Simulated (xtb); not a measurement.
Job for xtb: GFN2-xTB on C2H4 (SMILES C=C).

```
$ xtb mol.xyz --gfn 2 --sp --chrg 0 --uhf 0
6

H      0.92444510    -1.23172221    -1.90619313
H     -0.92444510    -1.23172221    -1.90619313
H     -0.92444510     1.23172221    -1.90619313
H      0.92444510     1.23172221    -1.90619313
C      0.00000000     0.66728778    -1.90556520
C      0.00000000    -0.66728778    -1.90556520
```

The log:

```
[...]
           -------------------------------------------------
          |                Calculation Setup                |
           -------------------------------------------------



           -------------------------------------------------
          |                 G F N 2 - x T B                 |
           -------------------------------------------------

        Reference                      10.1021/acs.jctc.8b01176
      * Hamiltonian:
        H0-scaling (s, p, d)           1.850000    2.230000    2.230000
        zeta-weighting                 0.500000
      * Dispersion:
        s8                             2.700000
        a1                             0.520000
        a2                             5.000000
        s9                             5.000000
      * Repulsion:
        kExp                           1.500000    1.000000
        rExp                           1.000000
      * Coulomb:
        alpha                          2.000000
        third order                    shell-resolved
        anisotropic                    true
        a3                             3.000000
        a5                             4.000000
        cn-shift                       1.200000
        cn-exp                         4.000000
        max-rad                        5.000000


          ...................................................
          :                      SETUP                      :
          :.................................................:
          :  # basis functions                  12          :
          :  # atomic orbitals                  12          :
          :  # shells                            8          :
          :  # electrons                        12          :
          :  max. iterations                   250          :
          :  Hamiltonian                  GFN2-xTB          :
          :  restarted?                      false          :
          :  GBSA solvation                  false          :
          :  PC potential                    false          :
          :  electronic temp.          300.0000000     K    :
          :  accuracy                    1.0000000          :
          :  -> integral cutoff          0.2500000E+02      :
          :  -> integral neglect         0.1000000E-07      :
          :  -> SCF convergence          0.1000000E-05 Eh   :
          :  -> wf. convergence          0.1000000E-03 e    :
          :  Broyden damping             0.4000000          :
          :  net charge                          0          :
          :  unpaired electrons                  0          :
          ...................................................

 iter      E             dE          RMSdq      gap      omega  full diag
   1     -6.3737050 -0.637371E+01  0.529E+00    5.52       0.0  T
   2     -6.3887789 -0.150738E-01  0.315E+00    5.49       1.0  T
   3     -6.3892325 -0.453628E-03  0.795E-01    5.47       1.0  T
   4     -6.3894286 -0.196106E-03  0.796E-02    5.46       1.0  T
   5     -6.3894283  0.267039E-06  0.134E-02    5.46       3.0  T
   6     -6.3894288 -0.428070E-06  0.164E-03    5.46      24.9  T
   7     -6.3894288 -0.165170E-08  0.441E-04    5.46      92.5  T
   8     -6.3894288 -0.465221E-09  0.153E-06    5.46   26751.0  T

   *** convergence criteria satisfied after 8 iterations ***

         #    Occupation            Energy/Eh            Energy/eV
      -------------------------------------------------------------
         1        2.0000           -0.6071046             -16.5202
         2        2.0000           -0.5480578             -14.9134
         3        2.0000           -0.5051220             -13.7451
         4        2.0000           -0.4699475             -12.7879
         5        2.0000           -0.4328355             -11.7781
         6        2.0000           -0.4129877             -11.2380 (HOMO)
         7                         -0.2122405              -5.7754 (LUMO)
         8                          0.1300262               3.5382
         9                          0.1580380               4.3004
        10                          0.1879578               5.1146
        11                          0.4262906              11.6000
        12                          0.5513111              15.0019
      -------------------------------------------------------------
                  HL-Gap            0.2007472 Eh            5.4626 eV
             Fermi-level           -0.3126141 Eh           -8.5067 eV

 SCC (total)                   0 d,  0 h,  0 min,  0.003 sec
 SCC setup                      ...        0 min,  0.000 sec (  4.258%)
 Dispersion                     ...        0 min,  0.000 sec (  1.827%)
 classical contributions        ...        0 min,  0.000 sec (  0.903%)
 integral evaluation            ...        0 min,  0.000 sec ( 10.884%)
 iterations                     ...        0 min,  0.002 sec ( 56.160%)
 molecular gradient             ...        0 min,  0.001 sec ( 19.828%)
 printout                       ...        0 min,  0.000 sec (  5.719%)

         :::::::::::::::::::::::::::::::::::::::::::::::::::::
         ::                     SUMMARY                     ::
         :::::::::::::::::::::::::::::::::::::::::::::::::::::
         :: total energy              -6.270754287601 Eh    ::
         :: gradient norm              0.027878194608 Eh/a0 ::
         :: HOMO-LUMO gap              5.462608587075 eV    ::
         ::.................................................::
         :: SCC energy                -6.389428739380 Eh    ::
         :: -> isotropic ES            0.001287841271 Eh    ::
         :: -> anisotropic ES          0.001967625346 Eh    ::
         :: -> anisotropic XC          0.007937132753 Eh    ::
         :: -> dispersion             -0.001447253088 Eh    ::
         :: repulsion energy           0.118674451779 Eh    ::
         :: add. restraining           0.000000000000 Eh    ::
         :: total charge               0.000000000000 e     ::
         :::::::::::::::::::::::::::::::::::::::::::::::::::::

           -------------------------------------------------
          |                Property Printout                |
           -------------------------------------------------

    * Orbital Energies and Occupations

         #    Occupation            Energy/Eh            Energy/eV
      -------------------------------------------------------------
         1        2.0000           -0.6071046             -16.5202
         2        2.0000           -0.5480578             -14.9134
         3        2.0000           -0.5051220             -13.7451
         4        2.0000           -0.4699475             -12.7879
         5        2.0000           -0.4328355             -11.7781
         6        2.0000           -0.4129877             -11.2380 (HOMO)
         7                         -0.2122405              -5.7754 (LUMO)
         8                          0.1300262               3.5382
         9                          0.1580380               4.3004
        10                          0.1879578               5.1146
        11                          0.4262906              11.6000
        12                          0.5513111              15.0019
      -------------------------------------------------------------
                  HL-Gap            0.2007472 Eh            5.4626 eV
             Fermi-level           -0.3126141 Eh           -8.5067 eV

     #   Z          covCN         q      C6AA      α(0)
     1   1 H        0.925     0.039     2.462     2.454
     2   1 H        0.925     0.039     2.462     2.454
     3   1 H        0.925     0.039     2.462     2.454
     4   1 H        0.925     0.039     2.462     2.454
     5   6 C        2.831    -0.078    29.937     8.966
Note: The following floating-point exceptions are signalling: IEEE_DENORMAL
normal termination of xtb
     6   6 C        2.831    -0.078    29.937     8.966

 Mol. C6AA /au·bohr⁶  :        296.338248
 Mol. C8AA /au·bohr⁸  :       6504.787979
 Mol. α(0) /au        :         27.747645


Wiberg/Mayer (AO) data.
largest (>0.10) Wiberg bond orders for each atom

 ---------------------------------------------------------------------------
     #   Z sym  total        # sym  WBO       # sym  WBO       # sym  WBO
 ---------------------------------------------------------------------------
     1   1 H    0.998 --     6 C    0.978
     2   1 H    0.998 --     6 C    0.978
     3   1 H    0.998 --     5 C    0.978
     4   1 H    0.998 --     5 C    0.978
     5   6 C    3.992 --     6 C    2.034     3 H    0.978     4 H    0.978
     6   6 C    3.992 --     5 C    2.034     1 H    0.978     2 H    0.978
 ---------------------------------------------------------------------------

Topologies differ in total number of bonds
Writing topology from bond orders to xtbtopo.mol

molecular dipole:
                 x           y           z       tot (Debye)
 q only:        0.000       0.000      -0.000
   full:        0.000       0.000      -0.000       0.001
molecular quadrupole (traceless):
                xx          xy          yy          xz          yz          zz
 q only:        0.177      -0.000       0.358      -0.000      -0.000      -0.535
  q+dip:        1.114      -0.000       1.236      -0.000      -0.000      -2.350
   full:        0.666      -0.000       0.594       0.000      -0.000      -1.260


           -------------------------------------------------
          | TOTAL ENERGY               -6.270754287601 Eh   |
          | GRADIENT NORM               0.027878194608 Eh/α |
          | HOMO-LUMO GAP               5.462608587075 eV   |
           -------------------------------------------------

------------------------------------------------------------------------
------------------------------------------------------------------------
 total:
 SCF:
```

The run finished.

Cost: roughly 0.06 core-seconds.
